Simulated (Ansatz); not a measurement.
`CSC(C)N` and `CNC(C)N` differ in one atom or group.

Ansatz, PBE0-D4/def2-TZVP geometries, multiplicity 1. Each molecule was computed in one conformer, which needn't be the lowest.

```csv
property,`CSC(C)N`
HOMO energy (B3LYP/def2-TZVPP) / eV,-6.02
LUMO energy (B3LYP/def2-TZVPP) / eV,0.57
LUMO energy (PBE0/def2-TZVPP) / eV,0.90
HOMO–LUMO gap (B3LYP/def2-TZVPP) / eV,6.59
HOMO energy (PBE/def2-TZVPP) / eV,-4.99
size of the dipole moment (ωB97M-V/def2-TZVPP) / D,1.32
```

Q: What does the change do to each property? (Best estimate.)

A: Computed: 
| property | `CNC(C)N` | shift |
| --- | --- | --- |
| HOMO energy (B3LYP/def2-TZVPP) / eV | -6.25 | -0.23 |
| LUMO energy (B3LYP/def2-TZVPP) / eV | 0.69 | 0.12 |
| LUMO energy (PBE0/def2-TZVPP) / eV | 1.04 | 0.14 |
| HOMO–LUMO gap (B3LYP/def2-TZVPP) / eV | 6.94 | 0.35 |
| HOMO energy (PBE/def2-TZVPP) / eV | -5.06 | -0.07 |
| size of the dipole moment (ωB97M-V/def2-TZVPP) / D | 1.45 | 0.13 |

With PBE0 the HOMO falls by 0.22 eV and the LUMO rises by 0.14 eV, so the gap widens by about 0.36 eV. PBE moves the HOMO by -0.07 eV and ωB97M-V by -0.35 eV. Dipoles are sizes alone; their direction can turn.

B3LYP here is the variant with VWN-RPA as its local correlation; programs differ in this.
